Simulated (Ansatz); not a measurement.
Molecular dynamics of AlClFH

Input file:

```yaml
crystal:
  periodic: [false, false, false]
  atoms:
    - { symbol: Al, position_ang: [0.035571, 0.0, -0.00408] }
    - { symbol: H, position_ang: [0.000568, 0.0, 1.56048] }
    - { symbol: Cl, position_ang: [1.814984, 0.0, -1.094514] }
    - { symbol: F, position_ang: [-1.383424, 0.0, -0.861886] }
basis:
  gaussian: { orbitals: def2-SVP }
hamiltonian:
  xc: pbe0
md:
  timestep: 0.5
  n_steps: 100
  ensemble: nvt_nose_hoover
  temperature: 300.0
  initial_velocities: maxwell_boltzmann
  seed: 790671
  nose_hoover: { tau: 300.0, chain_length: 3 }
```

Launched with:

```bash
$ ansatz run input.yaml --threads 1 --pin off --max-ram 2048MiB --backend cpu --events-out ev --progress --plain --runs-dir out
```

It starts from a relaxed structure.

Output, in part (one step line in 2, the closing report, with atoms numbered from 0):

```
md step     0: t =     0.00 fs  T =   300.0 K  F+E_penalty+E_count = -21838.34161627 eV  E_kin = 0.077556 eV  conserved = -21838.26406027 eV  (25 SCF iters)
md step     2: t =     1.00 fs  T =   284.3 K  F+E_penalty+E_count = -21838.33753273 eV  E_kin = 0.073494 eV  conserved = -21838.26403885 eV  (23 SCF iters)
md step     4: t =     2.00 fs  T =   244.0 K  F+E_penalty+E_count = -21838.32704378 eV  E_kin = 0.063086 eV  conserved = -21838.26395740 eV  (21 SCF iters)
md step     6: t =     3.00 fs  T =   198.7 K  F+E_penalty+E_count = -21838.31523825 eV  E_kin = 0.051375 eV  conserved = -21838.26386333 eV  (21 SCF iters)
md step     8: t =     4.00 fs  T =   170.1 K  F+E_penalty+E_count = -21838.30779762 eV  E_kin = 0.043974 eV  conserved = -21838.26382440 eV  (22 SCF iters)
md step    10: t =     5.00 fs  T =   167.1 K  F+E_penalty+E_count = -21838.30707255 eV  E_kin = 0.043207 eV  conserved = -21838.26386777 eV  (21 SCF iters)
md step    12: t =     6.00 fs  T =   180.0 K  F+E_penalty+E_count = -21838.31048633 eV  E_kin = 0.046534 eV  conserved = -21838.26395567 eV  (22 SCF iters)
md step    14: t =     7.00 fs  T =   188.5 K  F+E_penalty+E_count = -21838.31275127 eV  E_kin = 0.048737 eV  conserved = -21838.26402009 eV  (23 SCF iters)
md step    16: t =     8.00 fs  T =   177.1 K  F+E_penalty+E_count = -21838.30980254 eV  E_kin = 0.045787 eV  conserved = -21838.26402309 eV  (22 SCF iters)
md step    18: t =     9.00 fs  T =   144.1 K  F+E_penalty+E_count = -21838.30121375 eV  E_kin = 0.037252 eV  conserved = -21838.26397220 eV  (22 SCF iters)
md step    20: t =    10.00 fs  T =   100.7 K  F+E_penalty+E_count = -21838.28992017 eV  E_kin = 0.026032 eV  conserved = -21838.26390025 eV  (21 SCF iters)
md step    22: t =    11.00 fs  T =    63.6 K  F+E_penalty+E_count = -21838.28026411 eV  E_kin = 0.016437 eV  conserved = -21838.26384162 eV  (23 SCF iters)
md step    24: t =    12.00 fs  T =    46.6 K  F+E_penalty+E_count = -21838.27585916 eV  E_kin = 0.012056 eV  conserved = -21838.26381851 eV  (19 SCF iters)
md step    26: t =    13.00 fs  T =    55.4 K  F+E_penalty+E_count = -21838.27814688 eV  E_kin = 0.014326 eV  conserved = -21838.26383850 eV  (18 SCF iters)
md step    28: t =    14.00 fs  T =    85.1 K  F+E_penalty+E_count = -21838.28588274 eV  E_kin = 0.022007 eV  conserved = -21838.26389525 eV  (21 SCF iters)
md step    30: t =    15.00 fs  T =   122.3 K  F+E_penalty+E_count = -21838.29555656 eV  E_kin = 0.031612 eV  conserved = -21838.26396831 eV  (21 SCF iters)
md step    32: t =    16.00 fs  T =   149.8 K  F+E_penalty+E_count = -21838.30273023 eV  E_kin = 0.038735 eV  conserved = -21838.26402493 eV  (21 SCF iters)
md step    34: t =    17.00 fs  T =   155.2 K  F+E_penalty+E_count = -21838.30410654 eV  E_kin = 0.040113 eV  conserved = -21838.26403033 eV  (22 SCF iters)
md step    36: t =    18.00 fs  T =   138.0 K  F+E_penalty+E_count = -21838.29959099 eV  E_kin = 0.035664 eV  conserved = -21838.26397142 eV  (21 SCF iters)
md step    38: t =    19.00 fs  T =   112.6 K  F+E_penalty+E_count = -21838.29292928 eV  E_kin = 0.029101 eV  conserved = -21838.26387941 eV  (21 SCF iters)
md step    40: t =    20.00 fs  T =   100.4 K  F+E_penalty+E_count = -21838.28972102 eV  E_kin = 0.025959 eV  conserved = -21838.26381888 eV  (21 SCF iters)
md step    42: t =    21.00 fs  T =   115.2 K  F+E_penalty+E_count = -21838.29354780 eV  E_kin = 0.029772 eV  conserved = -21838.26383887 eV  (21 SCF iters)
md step    44: t =    22.00 fs  T =   152.2 K  F+E_penalty+E_count = -21838.30320750 eV  E_kin = 0.039355 eV  conserved = -21838.26392381 eV  (21 SCF iters)
md step    46: t =    23.00 fs  T =   192.2 K  F+E_penalty+E_count = -21838.31360906 eV  E_kin = 0.049683 eV  conserved = -21838.26400914 eV  (21 SCF iters)
md step    48: t =    24.00 fs  T =   214.8 K  F+E_penalty+E_count = -21838.31946620 eV  E_kin = 0.055521 eV  conserved = -21838.26404152 eV  (21 SCF iters)
md step    50: t =    25.00 fs  T =   211.4 K  F+E_penalty+E_count = -21838.31855789 eV  E_kin = 0.054657 eV  conserved = -21838.26401223 eV  (21 SCF iters)
md step    52: t =    26.00 fs  T =   188.1 K  F+E_penalty+E_count = -21838.31244622 eV  E_kin = 0.048626 eV  conserved = -21838.26394682 eV  (22 SCF iters)
md step    54: t =    27.00 fs  T =   159.6 K  F+E_penalty+E_count = -21838.30500780 eV  E_kin = 0.041266 eV  conserved = -21838.26388111 eV  (22 SCF iters)
md step    56: t =    28.00 fs  T =   141.5 K  F+E_penalty+E_count = -21838.30026127 eV  E_kin = 0.036570 eV  conserved = -21838.26384210 eV  (22 SCF iters)
md step    58: t =    29.00 fs  T =   142.9 K  F+E_penalty+E_count = -21838.30062818 eV  E_kin = 0.036947 eV  conserved = -21838.26384300 eV  (22 SCF iters)
md step    60: t =    30.00 fs  T =   163.8 K  F+E_penalty+E_count = -21838.30604669 eV  E_kin = 0.042337 eV  conserved = -21838.26388360 eV  (21 SCF iters)
md step    62: t =    31.00 fs  T =   194.3 K  F+E_penalty+E_count = -21838.31398787 eV  E_kin = 0.050227 eV  conserved = -21838.26395008 eV  (21 SCF iters)
md step    64: t =    32.00 fs  T =   218.8 K  F+E_penalty+E_count = -21838.32037250 eV  E_kin = 0.056565 eV  conserved = -21838.26401504 eV  (23 SCF iters)
md step    66: t =    33.00 fs  T =   222.5 K  F+E_penalty+E_count = -21838.32132976 eV  E_kin = 0.057514 eV  conserved = -21838.26404307 eV  (21 SCF iters)
md step    68: t =    34.00 fs  T =   199.6 K  F+E_penalty+E_count = -21838.31536433 eV  E_kin = 0.051602 eV  conserved = -21838.26400883 eV  (22 SCF iters)
md step    70: t =    35.00 fs  T =   159.1 K  F+E_penalty+E_count = -21838.30478921 eV  E_kin = 0.041130 eV  conserved = -21838.26392232 eV  (22 SCF iters)
md step    72: t =    36.00 fs  T =   121.4 K  F+E_penalty+E_count = -21838.29494855 eV  E_kin = 0.031387 eV  conserved = -21838.26383755 eV  (21 SCF iters)
md step    74: t =    37.00 fs  T =   105.9 K  F+E_penalty+E_count = -21838.29091890 eV  E_kin = 0.027388 eV  conserved = -21838.26381861 eV  (21 SCF iters)
md step    76: t =    38.00 fs  T =   117.0 K  F+E_penalty+E_count = -21838.29383509 eV  E_kin = 0.030254 eV  conserved = -21838.26387994 eV  (22 SCF iters)
md step    78: t =    39.00 fs  T =   140.8 K  F+E_penalty+E_count = -21838.30005578 eV  E_kin = 0.036396 eV  conserved = -21838.26397181 eV  (21 SCF iters)
md step    80: t =    40.00 fs  T =   155.8 K  F+E_penalty+E_count = -21838.30396880 eV  E_kin = 0.040267 eV  conserved = -21838.26403012 eV  (21 SCF iters)
md step    82: t =    41.00 fs  T =   147.7 K  F+E_penalty+E_count = -21838.30184984 eV  E_kin = 0.038171 eV  conserved = -21838.26402425 eV  (22 SCF iters)
md step    84: t =    42.00 fs  T =   116.8 K  F+E_penalty+E_count = -21838.29381072 eV  E_kin = 0.030204 eV  conserved = -21838.26396785 eV  (22 SCF iters)
md step    86: t =    43.00 fs  T =    75.9 K  F+E_penalty+E_count = -21838.28313569 eV  E_kin = 0.019613 eV  conserved = -21838.26389543 eV  (22 SCF iters)
md step    88: t =    44.00 fs  T =    41.6 K  F+E_penalty+E_count = -21838.27422233 eV  E_kin = 0.010762 eV  conserved = -21838.26383950 eV  (22 SCF iters)
md step    90: t =    45.00 fs  T =    27.5 K  F+E_penalty+E_count = -21838.27053322 eV  E_kin = 0.007097 eV  conserved = -21838.26382007 eV  (18 SCF iters)
md step    92: t =    46.00 fs  T =    38.0 K  F+E_penalty+E_count = -21838.27328448 eV  E_kin = 0.009829 eV  conserved = -21838.26384307 eV  (19 SCF iters)
md step    94: t =    47.00 fs  T =    67.8 K  F+E_penalty+E_count = -21838.28104581 eV  E_kin = 0.017540 eV  conserved = -21838.26390075 eV  (20 SCF iters)
md step    96: t =    48.00 fs  T =   103.3 K  F+E_penalty+E_count = -21838.29026027 eV  E_kin = 0.026696 eV  conserved = -21838.26397108 eV  (21 SCF iters)
md step    98: t =    49.00 fs  T =   127.9 K  F+E_penalty+E_count = -21838.29667196 eV  E_kin = 0.033076 eV  conserved = -21838.26402042 eV  (23 SCF iters)
md step   100: t =    50.00 fs  T =   131.0 K  F+E_penalty+E_count = -21838.29742787 eV  E_kin = 0.033856 eV  conserved = -21838.26401609 eV  (23 SCF iters)
Total energy: -21838.29745364 eV, -802.5426288917 hartree
Atom 0 at     0.004088    -0.003973    -0.012197 Å, force     1.110239     0.082520    -0.436288 eV/Å
Atom 1 at    -0.040673     0.038327     1.535928 Å, force     0.044030    -0.027004     0.240718 eV/Å
Atom 2 at     1.860840     0.000786    -1.101896 Å, force    -0.926358    -0.025685     0.473631 eV/Å
Atom 3 at    -1.422088     0.002141    -0.835282 Å, force    -0.227911    -0.029830    -0.278061 eV/Å
Dipole moment:    -0.001986    -0.018845     0.267184 e Å
```

The run went to its last step. The conserved energy stayed within 0.061 meV per atom of its start (net change 0.011 meV per atom), so the integration is sound. The mean temperature of the second half is 55 % below the set value. A run of 0.05 ps of so small a system gives no equilibrium averages.

The same pairs are bonded in the first frame and the last. Pairs count as bonded within 1.25 times the sum of covalent radii (0.12 Å more for H–H).

Last frame:

```xyz
4
Properties=species:S:1:pos:R:3
Al 0.004 -0.004 -0.012
H -0.041 0.038 1.536
Cl 1.861 0.001 -1.102
F -1.422 0.002 -0.835
```

The run took 2.1 min on 1 thread of Arm Neoverse V1, on a shared host, peak memory 0.097 GiB.
